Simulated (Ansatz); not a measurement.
# AlB (triplet): from a generated start to a stationary point

Where does this start of AlB (triplet) end when it is relaxed?

Method: UKS PBE0/def2-TZVP; program: Ansatz 0.2.0, Gaussian basis.

## Step 1: Starting geometry

2 atoms, charge 0, spin multiplicity 3.

Atoms are counted from 1 here; the program's logs count them from 0.

Bond lengths: B1–Al2 1.907 Å.

The start is set by covalent radii. Sticks and bond lists go by distance. 

## Step 2: Relaxation

The input, in.yaml:

```yaml
crystal:
  periodic: [false, false, false]
  atoms:
    - {symbol: B, position_ang: [0.000000, 0.000000, 0.000000]}
    - {symbol: Al, position_ang: [0.000000, 0.000000, 1.906500]}
basis:
  gaussian: {orbitals: def2-TZVP}
magnetization: {spin_polarized: true, initial_magnetization: 2}
hamiltonian: {xc: pbe0}
relax: {f_tol: 0.004, max_steps: 80}
```

Command:

```
$ ansatz run in.yaml --threads 1 --pin off --events-out ev --progress --plain --max-ram 1740MiB
```

**Question.** What will these runs give? Wanted: energy gained; shift from the start; total energy; dipole moment; ⟨S²⟩.

The runs gave:

```
                  quantity          value
                     steps              4
             energy gained       0.090 eV
shift from the start (rms)        0.058 Å
              total energy  -7263.9656 eV
             dipole moment         1.71 D
                      ⟨S²⟩          2.211
```

**Reading.** The bonds of the start are those of the end. B1–Al2 went from 1.907 to 2.023 Å. The determinant is spin-contaminated (excess 0.21). No vibrations were run, so this is a stationary point, not a proven minimum, and this spin need not be the ground state's.
